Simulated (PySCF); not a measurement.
## Does the structure fit the spectrum?

A compound C10H9N gives the data below (simulated from a calculation) and was assigned the structure `C=Cc1ccc2cccn2c1`.

$^{13}$C{$^{1}$H} NMR (computed): δ 146.7 (C), 135.3 (CH, 2C), 130.5 (CH), 125.8 (CH, 2C), 121.7 (CH, 2C), 117.5 (CH, 2C).

$^{1}$H NMR (400 MHz, computed): δ 7.74 (m, 2H), 7.61 (m, 2H), 7.48 (t, 1H), 7.04 (m, 2H), 6.62 (m, 2H).

[PySCF 2.14: PBE0/pcSseg-1 with gauge-including orbitals; structure optimised with GFN2-xTB; no solvent model; single conformer; non-relativistic Hamiltonian; fast rotation and ring inversion assumed for equivalent nuclei]

Scale: TMS for $^{1}$H (31.72 ppm), $^{13}$C (186.93 ppm) (reference shieldings calculated alike).

(1) Compare with the shifts computed for the proposed structure, pairing carbons in order of shift.

(2) Which isomer fits?

Results:

(1) Mapped SMILES: `[CH2:1]=[CH:2][c:3]1[cH:4][cH:5][c:6]2[cH:7][cH:8][cH:9][n:10]2[cH:11]1` (H(Xn): hydrogen on atom n).

| atom | computed for proposal | given list | difference |
| --- | --- | --- | --- |
| C2 | 141.3 | 146.7 | -5.4 |
| C6 | 137.0 | 135.3 | +1.7 |
| C11 | 129.7 | 135.3 | -5.6 |
| C3 | 127.5 | 130.5 | -3.0 |
| C5 | 125.4 | 125.8 | -0.4 |
| C8 | 121.8 | 125.8 | -4.0 |
| C4 | 117.0 | 121.7 | -4.7 |
| C1 | 116.8 | 121.7 | -4.9 |
| C9 | 114.6 | 117.5 | -2.9 |
| C7 | 106.2 | 117.5 | -11.3 |

The rms difference is 5.2 ppm and the largest -11.3 ppm at C7 (aromatic CH). The proposal also would give 10 carbon signals, not 6. The carbon types in order of shift don't match either: CH, C, CH, C, CH, CH, CH, CH2, CH, CH for the proposal against C, CH, CH, CH, CH, CH, CH, CH, CH, CH in the data. The proposal doesn't fit.

(2) N-Phenylpyrrole (c1ccc(-n2cccc2)cc1).

Carbon types of the structure: 1 × C, 9 × CH, which accounts for all hydrogens. δC 146.7: aromatic carbon bearing nitrogen; an ipso carbon deshielded by its heteroatom. δC 135.3, 130.5, 125.8, 117.5: aromatic CH. δC 121.7: aromatic CH next to a ring nitrogen. δH 7.04: hydrogen on an aromatic CH next to a ring nitrogen; ring-current deshielding.

Other isomers checked: C=C(C)C1=CC=C(C#N)C1=C (rms 31.0 ppm); Cc1cnc2ccccc2c1 (rms 32.0 ppm).

This is the structure that produced the data.

Shifts are as computed. Against solution values, carbons near 30 ppm lie about +3 ppm off and those near 130 ppm about +5 ppm. Of 1211 compounds with measured shifts, 218 miss one by over three times the rms of a fit or turn the order of signals round; such compounds aren't used in these exercises. Multiplicities follow the n + 1 count of equivalent neighbours, as no J values were calculated; m marks all less simple cases, F and P coupling included.
